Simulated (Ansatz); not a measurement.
A made-up structure of CH2NaO (charge -1), closed shell:

```
5
angstrom
O 0.2684 -0.6156 0.9486
C 0.5005 0.2392 -0.0982
Na -1.0613 2.2005 -0.4600
H -2.4011 3.0906 0.6773
H 0.3323 -0.3451 -1.0386
```

It is relaxed with PBE-D4/def2-SVPD and then PBE0-D4/def2-TZVPD (Ansatz 0.2.0). Atoms count as bonded within 1.22 times the sum of their covalent radii (H–H: 0.88 Å). The end point is not checked to be a true minimum.

Q: Does its bonding change? (Judge from chemistry; the calculation decides.)

A: The calculation gives: Yes. Formed: O1–Na3; broken: none.

Where it ends: The first stage lowers the energy by 0.99 eV in 18 steps. It ends as CH₂NaO ([CH]1[O][NaH]1), total charge -1:
| atom | x (Å) | y (Å) | z (Å) |
| --- | --- | --- | --- |
| O1 | 0.1762 | 0.0324 | 0.7047 |
| C2 | 0.1912 | 0.0448 | -0.5369 |
| Na3 | -1.1887 | 1.8636 | 0.1659 |
| H4 | -2.3892 | 3.4496 | 0.6469 |
| H5 | 0.8494 | -0.8209 | -0.9517 |

Labels in which every atom is bracketed show which atoms are joined, not bond orders.

For scale, one of the runs: PBE0-D4/def2-TZVPD relaxation, 130 basis functions, launched by `ansatz run in.yaml --threads 2 --pin off --events-out ev --progress --plain --max-ram 4352MiB`. The run took about 16 s on 2 CPU threads of an Intel Xeon Platinum 8259CL (shared host).
